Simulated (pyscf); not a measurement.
HO–Al(F)–F + water (H₂O) → water (H₂O) + HO–Al(F)–F (four-centre exchange; singlet surface; Al–O, H–O broken, H–O, Al–O formed). Single points on ωB97X-D3(BJ)/def2-SVP structures (PySCF, gas phase). Energies in kJ/mol from the separated reactants.

| level | barrier | reaction energy |
|---|---|---|
| ωB97X-D3(BJ)/def2-TZVP | ___ | 0.0 |
| PBE/def2-TZVP | -82.8 | 0.0 |
| B3LYP-D3(BJ)/def2-TZVP | ___ | 0.0 |
| PBE0-D3(BJ)/def2-TZVP | -85.3 | 0.0 |
| M06-2X/def2-TZVP | -90.7 | 0.0 |
| ωB97M-D3(BJ)/def2-TZVP | -75.9 | 0.0 |

**Question.** What belongs in the gaps?

**Answer.** 
- ωB97X-D3(BJ)/def2-TZVP, barrier: -80.0
- B3LYP-D3(BJ)/def2-TZVP, barrier: -76.7

On the reactant side the descent ends in an adduct with a Al–O contact, 126.7 kJ/mol under the separated species and 46.7 kJ/mol under the saddle at ωB97X-D3(BJ)/def2-TZVP. On the product side the descent ends in an adduct with a Al–O contact, 126.7 kJ/mol under the separated species and 46.7 kJ/mol under the saddle at ωB97X-D3(BJ)/def2-TZVP. At ωB97X-D3(BJ)/def2-TZVP, PBE, B3LYP-D3(BJ), PBE0-D3(BJ), M06-2X, ωB97M-D3(BJ) the saddle lies under the separated reactants, which points to a path from their complex (located at ωB97X-D3(BJ) alone). At ωB97X-D3(BJ)/def2-TZVP, PBE, B3LYP-D3(BJ), PBE0-D3(BJ), M06-2X, ωB97M-D3(BJ) the saddle lies under the separated products, which points to a path from their complex (located at ωB97X-D3(BJ) alone). What is counted as formed (Al–O) is already present as a longer contact in the reactant adduct; forming that adduct is a step of its own. What is counted as broken (Al–O) persists as a longer contact in the product adduct; parting that adduct is a step of its own. One saddle was located; it need not be the lowest between these sides.
